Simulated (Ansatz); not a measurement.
## Relative stability

Two isomers of AlSiH2O, doublet, relaxed at PBE0-D4/def2-TZVP (vibrations not checked).

A:

O1  (0.392, -0.032, -0.007)
Al2  (-0.257, -1.470, 0.637)
Si3  (0.971, 1.333, -0.693)
H4  (2.459, 1.262, -0.802)
H5  (0.586, 2.521, 0.127)
(Å)

B:

O1  (-0.590, -1.774, 0.786)
Si2  (-0.731, -0.515, -0.071)
Al3  (0.898, 1.251, 0.426)
H4  (-1.938, -0.272, -0.932)
H5  (2.361, 1.310, -0.210)
(Å)

Ansatz 0.2.0; basis: def2-TZVPP; cores frozen in the correlated methods; orbitals are unrestricted. B3LYP uses VWN-RPA correlation.

Which structure is lower at CCSD(T), and by how much? (Judge from chemistry; the value comes from the calculation.)

Computed: A, by 57.08 kcal/mol (electronic energy, against the other). By their contacts, A is AlSiH₂O ([Al][O][SiH2]) and B is AlSiH₂O ([O][SiH][AlH]).

All methods give the same order:

```
   method  E(B) − E(A) (kcal/mol)
   PBE-D4                   48.62
r2SCAN-D4                   51.87
  PBE0-D4                   54.13
 B3LYP-D4                   56.31
  wB97M-V                   59.95
       HF                   66.78
      MP2                   56.66
     CCSD                   59.85
  CCSD(T)                   57.08
```

The T1 diagnostic stays at or below 0.027. ⟨S²⟩ of the unrestricted Hartree–Fock references: 0.75 to 0.79 (a pure state has 0.75).

Labels in which every atom is bracketed show which atoms are joined, not bond orders.
